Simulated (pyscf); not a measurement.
F–GaH–SH + H₂ → HS–GaH₂ + HF, a four-centre exchange (singlet surface; F–Ga, H–H broken, Ga–H, F–H formed). Structures and frequencies: ωB97X-D3(BJ)/def2-SVP in PySCF. Energies in kcal/mol from the separated reactants.

Small-basis levels: PySCF, no dispersion term, spherical d functions. AM1 to PM7: differences of heats of formation from MOPAC, which are fitted to 298 K values and so differ in kind from electronic energies by zero-point and thermal terms. Cost: rough CPU time at the saddle relative to B3LYP/6-31G*+LANL2DZ, from one job on a shared machine.

| level | barrier | reaction energy | cost |
|---|---|---|---|
| HF/STO-3G | 42.2 | +11.7 | 0.08 |
| HF/3-21G | 40.1 | +39.7 | 0.1 |
| HF/6-31G*+LANL2DZ | 44.7 | +26.1 | 0.1 |
| B3LYP/STO-3G | 34.3 | +32.3 | 1 |
| B3LYP/3-21G | 27.7 | +50.0 | 1 |
| B3LYP/6-31G*+LANL2DZ | 32.8 | +33.0 | 1 |
| B3LYP/6-311+G**+LANL2DZ | 28.1 | +19.7 | 2 |
| AM1 | 16.2 | -21.1 | under 0.02 |
| PM6 | 59.1 | +34.3 | under 0.02 |
| ωB97M-D3(BJ)/def2-TZVP | 25.9 | +17.9 | – |

Against the last row the barrier runs from -9.7 (AM1) to +33.2 kcal/mol (PM6). At B3LYP/3-21G, B3LYP/6-31G*+LANL2DZ this geometry lies under one side, so the entry may be no barrier of that level: it is a single point on another level's saddle. ωB97M-D3(BJ)/def2-TZVP has limits of its own. On the product side the descent ends in a complex, 5.6 kcal/mol under the separated species and 12.4 kcal/mol under the saddle at ωB97X-D3(BJ)/def2-TZVP. At the saddle there is also a short Ga–H contact that neither side keeps. This is the saddle that the search found; another between the same sides may lie lower. In the def2 sets elements up to Kr have no core potential.
